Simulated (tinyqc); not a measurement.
MP2 on RHF in the sto-6g basis, for H2O, spin multiplicity 1, step by step. Computed by tinyqc, a small Python program that keeps every step (integrals from PySCF). Settings: charge = 0, multiplicity = 1, basis = sto-6g, method = RHF, energy threshold = 1e-10, iteration cap = 90, orthogonalisation = canonical, start = core, DIIS depth = 6. Command: `OMP_NUM_THREADS=1 python tinyqc.py 26166 26167 out.jsonl` (the two numbers bound the seeds that draw the settings). One thread of a shared host (Intel(R) Xeon(R) Processor @ 2.60GHz), about 0.3 s of CPU time with the checks. The early iterations of the SCF are left out here.

## One-electron integrals

Geometry (angstrom):
```
atom         x          y         z
O     0.000000   0.000000  0.000000
H     0.000000   0.649000  0.634000
H     0.000000  -0.649000  0.634000
```

Basis sto-6g: exponents (1/bohr^2) and contraction coefficients of normalised primitives:
```
element  l (shell)     exponent  coefficient
O            s (1)  1355.584234     0.009164
O            s (1)   248.544885     0.049361
O            s (1)    69.533902     0.168538
O            s (1)    23.886772     0.370563
O            s (1)     9.275933     0.416492
O            s (1)     3.820341     0.130334
O            s (2)    52.187762    -0.013253
O            s (2)    10.329320    -0.046992
O            s (2)     3.210345    -0.033785
O            s (2)     1.235135     0.250242
O            s (2)     0.536420     0.595117
O            s (2)     0.245881     0.240706
O            p (3)    52.187762     0.003760
O            p (3)    10.329320     0.037679
O            p (3)     3.210345     0.173897
O            p (3)     1.235135     0.418036
O            p (3)     0.536420     0.425860
O            p (3)     0.245881     0.101708
H            s (1)    35.523221     0.009164
H            s (1)     6.513144     0.049361
H            s (1)     1.822143     0.168538
H            s (1)     0.625955     0.370563
H            s (1)     0.243077     0.416492
H            s (1)     0.100112     0.130334
```

Overlap, kinetic and nuclear-attraction integrals over the contracted functions; the nuclear repulsion is the sum of Za Zb / Rab.

nuclear repulsion = 9.73979507 hartree

overlap S, lower triangle:
```
           1O 1s     1O 2s    1O 2px     1O 2py    1O 2pz     2H 1s     3H 1s
1O 1s   1.000000
1O 2s   0.231145  1.000000
1O 2px  0.000000  0.000000  1.000000
1O 2py  0.000000  0.000000  0.000000   1.000000
1O 2pz  0.000000  0.000000  0.000000   0.000000  1.000000
2H 1s   0.062135  0.510017  0.000000   0.292887  0.286118  1.000000
3H 1s   0.062135  0.510017  0.000000  -0.292887  0.286118  0.340302  1.000000
```

kinetic energy T (hartree), lower triangle:
```
            1O 1s     1O 2s    1O 2px     1O 2py    1O 2pz     2H 1s     3H 1s
1O 1s   29.327197
1O 2s   -0.896024  0.842618
1O 2px   0.000000  0.000000  2.531309
1O 2py   0.000000  0.000000  0.000000   2.531309
1O 2pz   0.000000  0.000000  0.000000   0.000000  2.531309
2H 1s   -0.000206  0.153626  0.000000   0.230025  0.224708  0.768522
3H 1s   -0.000206  0.153626  0.000000  -0.230025  0.224708  0.035127  0.768522
```

nuclear attraction V (hartree), lower triangle:
```
             1O 1s       1O 2s      1O 2px      1O 2py      1O 2pz      2H 1s      3H 1s
1O 1s   -62.424829
1O 2s    -6.420915  -10.145624
1O 2px    0.000000    0.000000  -10.051376
1O 2py    0.000000    0.000000    0.000000  -10.195444
1O 2pz   -0.025549   -0.278341    0.000000    0.000000  -10.188861
2H 1s    -1.980885   -4.235654    0.000000   -2.172046   -2.232589  -6.101922
3H 1s    -1.980885   -4.235654    0.000000    2.172046   -2.232589  -2.224742  -6.101922
```

core Hamiltonian H = T + V (hartree), lower triangle:
```
             1O 1s      1O 2s     1O 2px     1O 2py     1O 2pz      2H 1s      3H 1s
1O 1s   -33.097632
1O 2s    -7.316939  -9.303006
1O 2px    0.000000   0.000000  -7.520067
1O 2py    0.000000   0.000000   0.000000  -7.664135
1O 2pz   -0.025549  -0.278341   0.000000   0.000000  -7.657553
2H 1s    -1.981091  -4.082029   0.000000  -1.942021  -2.007880  -5.333400
3H 1s    -1.981091  -4.082029   0.000000   1.942021  -2.007880  -2.189614  -5.333400
```

## Two-electron integrals

Functions are numbered as in S; the eight-fold symmetry (ij|kl) = (ji|kl) = (kl|ij) leaves the list below.

Two-electron integrals (ij|kl) in chemists' order, unique and non-zero (hartree):
```
(11|11) 4.787491    (21|11) 0.675884    (21|21) 0.121505    (22|11) 1.117379
(22|21) 0.249212    (22|22) 0.817383    (31|31) 0.025762    (32|31) 0.039145
(32|32) 0.180664    (33|11) 1.117381    (33|21) 0.249212    (33|22) 0.817382
(33|33) 0.880663    (41|41) 0.025762    (42|41) 0.039145    (42|42) 0.180664
(43|43) 0.047461    (44|11) 1.117381    (44|21) 0.249212    (44|22) 0.817382
(44|33) 0.785741    (44|44) 0.880663    (51|51) 0.025762    (52|51) 0.039145
(52|52) 0.180664    (53|53) 0.047461    (54|54) 0.047461    (55|11) 1.117381
(55|21) 0.249212    (55|22) 0.817382    (55|33) 0.785741    (55|44) 0.785741
(55|55) 0.880663    (61|11) 0.194209    (61|21) 0.033438    (61|22) 0.066998
(61|33) 0.066851    (61|41) 0.001163    (61|42) 0.002263    (61|44) 0.067076
(61|51) 0.001137    (61|52) 0.002211    (61|54) 0.000221    (61|55) 0.067066
(61|61) 0.009381    (62|11) 0.439211    (62|21) 0.099168    (62|22) 0.356098
(62|33) 0.350448    (62|41) 0.005620    (62|42) 0.040091    (62|44) 0.359121
(62|51) 0.005490    (62|52) 0.039164    (62|54) 0.008473    (62|55) 0.358725
(62|61) 0.027381    (62|62) 0.187085    (63|31) 0.011434    (63|32) 0.062932
(63|43) 0.008419    (63|53) 0.008224    (63|63) 0.027620    (64|11) 0.215616
(64|21) 0.049407    (64|22) 0.189223    (64|33) 0.180526    (64|41) 0.013953
(64|42) 0.083473    (64|44) 0.202098    (64|51) 0.002461    (64|52) 0.020066
(64|54) 0.012849    (64|55) 0.185044    (64|61) 0.014324    (64|62) 0.120928
(64|64) 0.105120    (65|11) 0.210632    (65|21) 0.048265    (65|22) 0.184849
(65|33) 0.176354    (65|41) 0.002461    (65|42) 0.020066    (65|44) 0.180979
(65|51) 0.013838    (65|52) 0.082535    (65|54) 0.012937    (65|55) 0.197215
(65|61) 0.013993    (65|62) 0.118133    (65|64) 0.075708    (65|65) 0.101579
(66|11) 0.556359    (66|21) 0.127915    (66|22) 0.521432    (66|33) 0.500341
(66|41) 0.010090    (66|42) 0.095728    (66|44) 0.532717    (66|51) 0.009857
(66|52) 0.093515    (66|54) 0.031627    (66|55) 0.531237    (66|61) 0.035761
(66|62) 0.334610    (66|64) 0.247523    (66|65) 0.241802    (66|66) 0.774999
(71|11) 0.194209    (71|21) 0.033438    (71|22) 0.066998    (71|33) 0.066851
(71|41) -0.001163   (71|42) -0.002263   (71|44) 0.067076    (71|51) 0.001137
(71|52) 0.002211    (71|54) -0.000221   (71|55) 0.067066    (71|61) 0.009266
(71|62) 0.026631    (71|64) 0.012568    (71|65) 0.013597    (71|66) 0.034314
(71|71) 0.009381    (72|11) 0.439211    (72|21) 0.099168    (72|22) 0.356098
(72|33) 0.350448    (72|41) -0.005620   (72|42) -0.040091   (72|44) 0.359121
(72|51) 0.005490    (72|52) 0.039164    (72|54) -0.008473   (72|55) 0.358725
(72|61) 0.026631    (72|62) 0.159265    (72|64) 0.069745    (72|65) 0.098110
(72|66) 0.242850    (72|71) 0.027381    (72|72) 0.187085    (73|31) 0.011434
(73|32) 0.062932    (73|43) -0.008419   (73|53) 0.008224    (73|63) 0.023014
(73|73) 0.027620    (74|11) -0.215616   (74|21) -0.049407   (74|22) -0.189223
(74|33) -0.180526   (74|41) 0.013953    (74|42) 0.083473    (74|44) -0.202098
(74|51) -0.002461   (74|52) -0.020066   (74|54) 0.012849    (74|55) -0.185044
(74|61) -0.012568   (74|62) -0.069745   (74|64) -0.007637   (74|65) -0.041856
(74|66) -0.090523   (74|71) -0.014324   (74|72) -0.120928   (74|74) 0.105120
(75|11) 0.210632    (75|21) 0.048265    (75|22) 0.184849    (75|33) 0.176354
(75|41) -0.002461   (75|42) -0.020066   (75|44) 0.180979    (75|51) 0.013838
(75|52) 0.082535    (75|54) -0.012937   (75|55) 0.197215    (75|61) 0.013597
(75|62) 0.098110    (75|64) 0.041856    (75|65) 0.082606    (75|66) 0.165504
(75|71) 0.013993    (75|72) 0.118133    (75|74) -0.075708   (75|75) 0.101579
(76|11) 0.217335    (76|21) 0.049605    (76|22) 0.193391    (76|33) 0.188512
(76|44) 0.191546    (76|51) 0.004315    (76|52) 0.036530    (76|55) 0.200113
(76|61) 0.013612    (76|62) 0.103406    (76|64) 0.056997    (76|65) 0.073443
(76|66) 0.193584    (76|71) 0.013612    (76|72) 0.103406    (76|74) -0.056997
(76|75) 0.073443    (76|76) 0.068877    (77|11) 0.556359    (77|21) 0.127915
(77|22) 0.521432    (77|33) 0.500341    (77|41) -0.010090   (77|42) -0.095728
(77|44) 0.532717    (77|51) 0.009857    (77|52) 0.093515    (77|54) -0.031627
(77|55) 0.531237    (77|61) 0.034314    (77|62) 0.242850    (77|64) 0.090523
(77|65) 0.165504    (77|66) 0.392054    (77|71) 0.035761    (77|72) 0.334610
(77|74) -0.247523   (77|75) 0.241802    (77|76) 0.193584    (77|77) 0.774999
```

## Orthogonalisation

S = U s U^T; canonical form X = U s^(-1/2), so that X^T S X = 1. Each column of U has its largest component positive (the first on a tie).

eigenvalues of S: 0.310173  0.382057  0.878993  1.000000  1.099665  1.277641  2.051471

X:
```
                1          2          3         4          5          6         7
1O 1s   -0.275304   0.000000   0.766526  0.000000  -0.622042   0.000000  0.129734
1O 2s    1.238312   0.000000  -0.328873  0.000000  -0.326827   0.000000  0.389885
1O 2px   0.000000   0.000000   0.000000  1.000000   0.000000   0.000000  0.000000
1O 2py   0.000000  -0.900792   0.000000  0.000000   0.000000   0.734880  0.000000
1O 2pz   0.642938   0.000000   0.636918  0.000000   0.625974   0.000000  0.202725
2H 1s   -0.775058   0.950259  -0.134684  0.000000   0.109024   0.348313  0.372503
3H 1s   -0.775058  -0.950259  -0.134684  0.000000   0.109024  -0.348313  0.372503
```

## Iteration 8 (converged): orbitals

converged F (hartree), lower triangle:
```
             1O 1s      1O 2s     1O 2px     1O 2py     1O 2pz      2H 1s      3H 1s
1O 1s   -20.510183
1O 2s    -4.966976  -2.371676
1O 2px    0.000000   0.000000  -0.410101
1O 2py    0.000000   0.000000   0.000000  -0.350333
1O 2pz   -0.031859  -0.169300   0.000000   0.000000  -0.409510
2H 1s    -1.344030  -1.109634   0.000000  -0.373753  -0.439724  -0.668629
3H 1s    -1.344030  -1.109634   0.000000   0.373753  -0.439724  -0.528167  -0.668629
```

Diagonalise F' = X^T F X, C = X C', fill 5 alpha and 5 beta electrons from the bottom; D = 2 C_occ C_occ^T. Each column has its largest component positive (the first on a tie).

F' = X^T F X (hartree), lower triangle:
```
           1          2          3          4          5          6          7
1   0.319169
2   0.000000   0.741766
3   1.416381   0.000000  -9.463694
4   0.000000   0.000000   0.000000  -0.410101
5  -0.925485   0.000000   9.237215   0.000000  -9.901149
6   0.000000  -0.148539   0.000000   0.000000   0.000000  -0.605955
7  -0.004996   0.000000  -3.495926   0.000000   3.730923   0.000000  -2.622845
```

orbital energies (hartree): MO1 -20.513503, MO2 -1.321231, MO3 -0.622132, MO4 -0.496723, MO5 -0.410101, MO6 0.662937, MO7 0.757943

coefficients C:
```
              MO1        MO2        MO3        MO4       MO5        MO6        MO7
1O 1s    0.996577  -0.218589   0.000000   0.106575  0.000000  -0.121719   0.000000
1O 2s    0.016648   0.814495   0.000000  -0.591743  0.000000   0.941574   0.000000
1O 2px   0.000000   0.000000   0.000000   0.000000  1.000000   0.000000   0.000000
1O 2py   0.000000   0.000000   0.633034   0.000000  0.000000   0.000000   0.975060
1O 2pz   0.003935   0.164651   0.000000   0.746922  0.000000   0.816675   0.000000
2H 1s   -0.004103   0.155484   0.449147   0.272054  0.000000  -0.819326  -0.906962
3H 1s   -0.004103   0.155484  -0.449147   0.272054  0.000000  -0.819326   0.906962
```

D after iteration 8, lower triangle:
```
            1O 1s      1O 2s    1O 2px     1O 2py    1O 2pz      2H 1s     3H 1s
1O 1s    2.104612
1O 2s   -0.449028   2.027677
1O 2px   0.000000   0.000000  2.000000
1O 2py   0.000000   0.000000  0.000000   0.801465
1O 2pz   0.095068  -0.615626  0.000000   0.000000  1.170035
2H 1s   -0.018163  -0.068826  0.000000   0.568651  0.457575   0.599878
3H 1s   -0.018163  -0.068826  0.000000  -0.568651  0.457575  -0.207056  0.599878
```

## Convergence

Stop when the energy changes by less than 1e-10 hartree and every element of the error matrix X^T (F D S - S D F) X is below 3e-06.

Course of the cycle:
```
iteration   E (hartree)     change  largest element of the error matrix
1          -73.88966792          -                             1.09e+00
2          -75.64213816  -1.75e+00                             1.40e-01
3          -75.65870001  -1.66e-02                             2.90e-02
4          -75.65947401  -7.74e-04                             4.22e-03
5          -75.65949813  -2.41e-05                             9.60e-04
6          -75.65949955  -1.42e-06                             9.48e-05
7          -75.65949956  -1.34e-08                             1.60e-07
8          -75.65949956  -5.68e-14                             1.64e-09
```

PySCF RHF in the same basis = -75.65949956 hartree

Converged in 8 iterations.

## Integrals over molecular orbitals

(pq|rs) = sum C_ip C_jq C_kr C_ls (ij|kl), one index at a time.

one-electron integrals over orbitals h = C^T H C (hartree), lower triangle:
```
            1          2          3          4          5          6          7
1  -33.083789
2    0.559011  -7.795914
3    0.000000   0.000000  -6.548344
4   -0.270564   0.422397   0.000000  -7.087490
5    0.000000   0.000000   0.000000   0.000000  -7.520067
6    0.319722  -1.469810   0.000000  -1.033957   0.000000  -5.511252
7    0.000000   0.000000  -1.640382   0.000000   0.000000   0.000000  -5.589003
```

Two-electron integrals over orbitals (pq|rs), unique and non-zero (hartree):
```
(11|11) 4.761062    (21|11) -0.420090   (21|21) 0.060407    (22|11) 1.014353
(22|21) -0.012380   (22|22) 0.742857    (31|31) 0.012173    (32|31) 0.018669
(32|32) 0.146687    (33|11) 0.829667    (33|21) -0.004088   (33|22) 0.665433
(33|33) 0.654867    (41|11) 0.211245    (41|21) -0.026436   (41|22) 0.018822
(41|33) 0.006911    (41|41) 0.031144    (42|11) -0.135799   (42|21) 0.010847
(42|22) 0.015332    (42|33) 0.005607    (42|41) 0.016338    (42|42) 0.118088
(43|31) -0.004748   (43|32) 0.012632    (43|43) 0.047645    (44|11) 1.008744
(44|21) -0.014697   (44|22) 0.671736    (44|33) 0.613054    (44|41) -0.011522
(44|42) -0.103543   (44|44) 0.794201    (51|51) 0.026733    (52|51) 0.031903
(52|52) 0.142047    (53|53) 0.030452    (54|51) -0.014999   (54|52) -0.051118
(54|54) 0.060076    (55|11) 1.117076    (55|21) -0.011031   (55|22) 0.748006
(55|33) 0.645997    (55|41) 0.005238    (55|42) -0.069362   (55|44) 0.733226
(55|55) 0.880663    (61|11) -0.255374   (61|21) 0.040322    (61|22) 0.001146
(61|33) 0.000805    (61|41) -0.003347   (61|42) 0.021329    (61|44) -0.021699
(61|55) -0.005919   (61|61) 0.037429    (62|11) 0.332398    (62|21) -0.007013
(62|22) 0.151240    (62|33) 0.087861    (62|41) 0.019744    (62|42) 0.014728
(62|44) 0.089304    (62|55) 0.164231    (62|61) 0.007277    (62|62) 0.108230
(63|31) 0.004186    (63|32) -0.029362   (63|43) -0.023534   (63|63) 0.060365
(64|11) 0.208390    (64|21) -0.001665   (64|22) 0.084047    (64|33) 0.043798
(64|41) -0.000038   (64|42) -0.040688   (64|44) 0.123528    (64|55) 0.111018
(64|61) -0.001349   (64|62) 0.057121    (64|64) 0.069193    (65|51) 0.015880
(65|52) 0.058747    (65|54) -0.003770   (65|65) 0.039566    (66|11) 0.848829
(66|21) -0.007451   (66|22) 0.639506    (66|33) 0.587513    (66|41) 0.022669
(66|42) 0.057212    (66|44) 0.562406    (66|55) 0.606231    (66|61) 0.009044
(66|62) 0.107730    (66|64) 0.041241    (66|66) 0.618396    (71|31) 0.016024
(71|32) 0.022718    (71|43) -0.006462   (71|63) 0.004990    (71|71) 0.021158
(72|31) 0.013313    (72|32) 0.031968    (72|43) -0.038689   (72|63) 0.037414
(72|71) 0.016633    (72|72) 0.059025    (73|11) 0.354539    (73|21) -0.007640
(73|22) 0.121012    (73|33) 0.090458    (73|41) -0.001349   (73|42) -0.083073
(73|44) 0.156516    (73|55) 0.181770    (73|61) -0.007777   (73|62) 0.077845
(73|64) 0.078803    (73|66) 0.036043    (73|73) 0.154391    (74|31) -0.010914
(74|32) -0.082035   (74|43) 0.006510    (74|63) 0.038584    (74|71) -0.013962
(74|72) -0.013668   (74|74) 0.073094    (75|53) 0.023249    (75|75) 0.022922
(76|31) 0.009341    (76|32) 0.095737    (76|43) 0.041969    (76|63) -0.053248
(76|71) 0.011391    (76|72) -0.016402   (76|74) -0.058709   (76|76) 0.109578
(77|11) 0.857139    (77|21) -0.008426   (77|22) 0.629237    (77|33) 0.622326
(77|41) 0.004604    (77|42) -0.005470   (77|44) 0.608609    (77|55) 0.621457
(77|61) -0.004438   (77|62) 0.069556    (77|64) 0.033388    (77|66) 0.580088
(77|73) 0.076859    (77|77) 0.623400
```

## Second-order Moller-Plesset energy

Hartree-Fock energy = -75.65949956 hartree

E2 = sum_ijab (ia|jb) [2 (ia|jb) - (ib|ja)] / (e_i + e_j - e_a - e_b) over occupied i, j and virtual a, b; the opposite-spin part is (ia|jb)^2 / denominator, the rest is same-spin, and SCS-MP2 scales them by 6/5 and 1/3.

Terms:
```
i  j  a  b    (ia|jb)    (ib|ja)  denominator       term
3  3  7  7   0.154391   0.154391    -2.760149  -0.008636
4  3  6  7   0.078803   0.038584    -2.539735  -0.003693
3  4  7  6   0.078803   0.038584    -2.539735  -0.003693
2  2  6  6   0.108230   0.108230    -3.968337  -0.002952
3  2  7  6   0.077845   0.037414    -3.364243  -0.002737
2  3  6  7   0.077845   0.037414    -3.364243  -0.002737
4  4  7  7   0.073094   0.073094    -2.509332  -0.002129
4  4  6  6   0.069193   0.069193    -2.319321  -0.002064
3  3  6  6   0.060365   0.060365    -2.570139  -0.001418
4  2  6  6   0.057121   0.057121    -3.143829  -0.001038
2  4  6  6   0.057121   0.057121    -3.143829  -0.001038
2  2  7  7   0.059025   0.059025    -4.158347  -0.000838
5  5  6  6   0.039566   0.039566    -2.146076  -0.000729
5  5  7  7   0.022922   0.022922    -2.336087  -0.000225
4  2  7  7  -0.013668  -0.013668    -3.333839  -0.000056
2  4  7  7  -0.013668  -0.013668    -3.333839  -0.000056
2  3  7  6   0.037414   0.077845    -3.364243   0.000034
3  2  6  7   0.037414   0.077845    -3.364243   0.000034
1  1  6  6   0.037429   0.037429   -42.352880  -0.000033
4  3  7  6   0.038584   0.078803    -2.539735   0.000025
3  4  6  7   0.038584   0.078803    -2.539735   0.000025
1  2  7  7   0.016633   0.016633   -23.350619  -0.000012
2  1  7  7   0.016633   0.016633   -23.350619  -0.000012
1  1  7  7   0.021158   0.021158   -42.542891  -0.000011
1  4  7  7  -0.013962  -0.013962   -22.526111  -0.000009
4  1  7  7  -0.013962  -0.013962   -22.526111  -0.000009
3  1  7  6  -0.007777   0.004990   -22.556515  -0.000007
1  3  6  7  -0.007777   0.004990   -22.556515  -0.000007
3  1  6  7   0.004990  -0.007777   -22.556515  -3.93e-06
1  3  7  6   0.004990  -0.007777   -22.556515  -3.93e-06
2  1  6  6   0.007277   0.007277   -23.160608  -2.29e-06
1  2  6  6   0.007277   0.007277   -23.160608  -2.29e-06
4  1  6  6  -0.001349  -0.001349   -22.336101  -8.14e-08
1  4  6  6  -0.001349  -0.001349   -22.336101  -8.14e-08
```

Pair energies (hartree; pair i-j sums ij and ji):
```
pair  opposite spin  same spin
1-1       -0.000044   0.000000
2-1       -0.000028   0.000000
2-2       -0.003790   0.000000
3-1       -0.000008  -0.000014
3-2       -0.004435  -0.000972
3-3       -0.010054   0.000000
4-1       -0.000017   0.000000
4-2       -0.002188   0.000000
4-3       -0.006063  -0.001274
4-4       -0.004193   0.000000
5-5       -0.000954   0.000000
```

MP2 correlation energy = -0.03403321 hartree

SCS-MP2 correlation energy = -0.03888108 hartree

MP2 total energy = -75.69353277 hartree
